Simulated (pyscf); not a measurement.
PySCF, gas phase, ωB97X-D3(BJ)/def2-SVP geometries.

Task: Estimate by transition-state theory the rate constant of H₂N–Si(=O)–Cl + hydrogen chloride (HCl) → O=Si(Cl)–Cl + ammonia (NH₃) (singlet surface; N–Si, Cl–H broken, Cl–Si, H–N formed) at 1200 K, with ωB97M-D3(BJ)/def2-TZVP energies (ideal gas, 1 atm, RRHO with modes under 100 cm⁻¹ raised to 100, one conformer, R ln 2 for chiral ones without a mode under 150 cm⁻¹; no tunnelling).

Result: The electronic barrier is 2.8 kcal/mol and the thermal terms add +42.6, so ΔG‡ = 45.4 kcal/mol. With k_BT/h = 2.50e+13 s⁻¹ and RT = 2.385 kcal/mol, and a volume of 1.64e-19 cm³ per molecule at 1 atm, k = 2.2e-14 cm³ molecule⁻¹ s⁻¹. Wigner's tunnelling factor for 443i cm⁻¹ would be 1.01. A shift of 1 kcal/mol in the barrier changes k by a factor 1.5. On the product side the descent ends in an adduct with a N–Si contact, 39.1 kcal/mol under the separated species and 40.7 kcal/mol under the saddle at ωB97X-D3(BJ)/def2-TZVP. What is counted as broken (N–Si) persists as a longer contact in the product adduct; parting that adduct is a step of its own. One saddle was located; it need not be the lowest between these sides.
